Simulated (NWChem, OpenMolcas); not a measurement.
**A ladder of methods for C2F3N (cyanotrifluoromethane)**

C2F3N has 6 atoms, charge 0, and is taken as a singlet. As SMILES, `N#CC(F)(F)F`. The shape is that of a PBE0-D4/def2-TZVP optimisation.

| atom | x (Å) | y (Å) | z (Å) |
| --- | --- | --- | --- |
| N | 1.0221 | -1.7051 | 0.8935 |
| C | 0.4862 | -0.8106 | 0.4178 |
| C | -0.2064 | 0.3456 | -0.1972 |
| F | -1.3160 | -0.0558 | -0.8023 |
| F | 0.5815 | 0.9270 | -1.0915 |
| F | -0.5252 | 1.2348 | 0.7336 |

Quantity: the dipole moment, in D. The values are calculated.

Measured value to compare with: NIST CCCBDB; in doubt: newer work gives another value gives the dipole moment of the gas as 1.33 D.

```tsv
level	kind	program	value (D)	computed − measured
HF/cc-pVDZ	Hartree–Fock	NWChem	1.21	-0.12
SVWN5/cc-pVDZ	LDA	OpenMolcas	1.41	+0.08
TPSS/cc-pVDZ	meta-GGA	NWChem	1.41	+0.08
r2SCAN/cc-pVDZ	meta-GGA	OpenMolcas	1.42	+0.09
B3LYP/cc-pVDZ	global hybrid	OpenMolcas	1.32	-0.01
BHLYP/cc-pVDZ	global hybrid	OpenMolcas	1.23	-0.10
M06-2X/cc-pVDZ	hybrid meta-GGA	OpenMolcas	1.20	-0.13
PBE0/cc-pVDZ	global hybrid	OpenMolcas	1.33	0.00
```

Nearest: PBE0/cc-pVDZ (0.00 D); farthest: M06-2X/cc-pVDZ (-0.13 D). The measured dipole is a vibrational average, so differences of a few hundredths of a debye mean little. Computed less measured by kind, in D (cc-pVDZ rows): Hartree–Fock -0.12; LDA +0.08; meta-GGA +0.08 to +0.09; global hybrid -0.13 to +0.00. Magnitudes only.
